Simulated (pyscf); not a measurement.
Optimised with ωB97X-D3(BJ)/def2-SVP in PySCF. MP2 and CC: frozen core, UHF for open shells. ΔMP2 is the change of the MP2 total energy from the triple- to the quadruple-zeta basis.

Task: For the elementary gas-phase step `[CH]#[CH]` + `[CH2]=[C]=[CH2]` → `[CH2]=[C]1[CH]=[CH][CH2]1` (singlet surface; none broken, C–C, C–C formed), what barrier and reaction energy does CCSD(T)/def2-TZVPP + ΔMP2(QZVPP) give, measured from the separated reactants?

Result: ΔE‡ = 130.3 kJ/mol, ΔE = -185.3 kJ/mol. Zero-point energy shifts the barrier by +3.6 kJ/mol. It is a cycloaddition, with an imaginary mode of 370i cm⁻¹. The same reactants have a lower exit, to HC≡C–CH₂–CH=CH₂ (barrier +144.3 kJ/mol at ωB97M-D3(BJ), against +181.6 kJ/mol here). One saddle was located; it need not be the lowest between these sides. One closed-shell reference is unstable to symmetry breaking; treat the single-reference values with care. The CCSD(T) − MP2 part came from Ansatz, without density fitting, on the same reference.
